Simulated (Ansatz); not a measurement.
C4H7ClO can be A, `C/C(O)=C(\C)Cl`, or B, `C/C(Cl)=C/CO`.

Computed with Ansatz on PBE0-D4/def2-TZVP structures; ΔE is electronic, products minus reactants. CCSD(T)/CBS is the MP2 limit (def2-TZVPP, def2-QZVPP) plus CCSD(T) − MP2 in def2-TZVPP, frozen cores. Double bonds are as drawn, so ΔE can hold a change between cis and trans. Functionals use def2-TZVPP. One conformer a species, not always the lowest.

Task: Which is lower in electronic energy at CCSD(T)/CBS, and by how much? (Best estimate.)

Result: Ansatz gave: A, by 8.8 kcal/mol.

Task: Give E(B) − E(A) in kcal/mol with CCSD/def2-TZVPP, MP2/def2-TZVPP, ωB97M-V, CCSD(T)/def2-TZVPP, r2SCAN-D4, PBE-D4, B2PLYP. (Estimate.)

Result: Ansatz gave: CCSD/def2-TZVPP 8.1, MP2/def2-TZVPP 9.3, ωB97M-V 9.5, CCSD(T)/def2-TZVPP 8.6, r2SCAN-D4 10.8, PBE-D4 10.7, B2PLYP 9.0. None reverses the order clearly.

Largest T1 diagnostic: 0.011.

In def2-TZVPP, CCSD(T) changes the Hartree–Fock value by +2.0 kcal/mol (the triples alone add +0.5 kcal/mol) and MP2 by +2.7 kcal/mol.
